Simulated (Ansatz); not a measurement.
Basis-set extrapolation for C4H10OS (`CCS(=O)CC`) (PBE0-D4/def2-TZVP geometry, frozen core, Ansatz 0.2.0). Multiplicity 1, RHF reference.

```json
{"": "HF", "def2-TZVPP": "-629.755210", "def2-QZVPP": "-629.778791"}
{"": "MP2 correlation", "def2-TZVPP": "-1.130381", "def2-QZVPP": "-1.211532"}
{"": "CCSD(T) correlation", "def2-TZVPP": "-1.235159", "def2-QZVPP": "not run"}
```

Energies in hartree. Use E(X) = E(∞) + A·exp(−7.88·√X) for Hartree–Fock and E(X) = E(∞) + B·X^(−2.97) for correlation, with X = 3 and 4, and add CCSD(T) minus MP2 of the smaller set to the MP2 limit.

Question: What is the CCSD(T) energy at the basis-set limit?

Answer: HF limit: -629.778791 + (-0.023581) × 0.13774 = -629.78204. MP2 limit: -1.211532 + (-0.081151) × 0.74074 = -1.27164. Higher-order term: -1.235159 − (-1.130381) = -0.10478. Total: -631.15846 hartree, 441.3 kJ/mol below CCSD(T)/def2-TZVPP.
